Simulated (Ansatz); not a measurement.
**Torsion profile**

H3S2O (SMILES [OH2+]SS) (charge +1), closed shell, at its PBE0-D4/def2-TZVP minimum:

O1  (-0.964, 0.366, -0.572)
S2  (-0.006, -0.930, 0.587)
S3  (1.850, -0.634, 0.196)
H4  (-1.484, -0.078, -1.263)
H5  (-1.546, 0.959, -0.066)
H6  (2.151, 0.317, 1.118)
(Å)

The dihedral angle H4–O1–S2–S3 (113.0° at the minimum) is set to the values below, the two halves turning rigidly about the central bond. Each method's energies count from its own value at the PBE0-D4 minimum structure. Program: Ansatz 0.2.0. Basis: def2-TZVPP. Cores are frozen in the correlated methods. B3LYP uses VWN-RPA correlation.

CCSD(T) energies along the scan:
```
dihedral angle (°)  CCSD(T) (meV)
            -166.9            152
            -130.9            160
             -94.9            107
             -58.9             83
             -22.9            118
              13.1            145
              49.1            107
              85.1             28
             121.1              3
             157.1             68
```
They count from the CCSD(T) energy at the PBE0-D4 minimum.

Largest difference from the CCSD(T) curve over the scan: r2SCAN-D4 7; PBE0-D4 3; B3LYP-D4 5; HF 27 meV. Each curve counts from its own value at the minimum.

T1 diagnostic: at most 0.020.

For scale, one of the runs: CCSD(T)/def2-TZVPP, 157 basis functions (an equivalent command: `ansatz run in.yaml --threads 2`). The run took 17 s on 2 CPU threads (shared host), with 1 GiB of host memory at its peak.
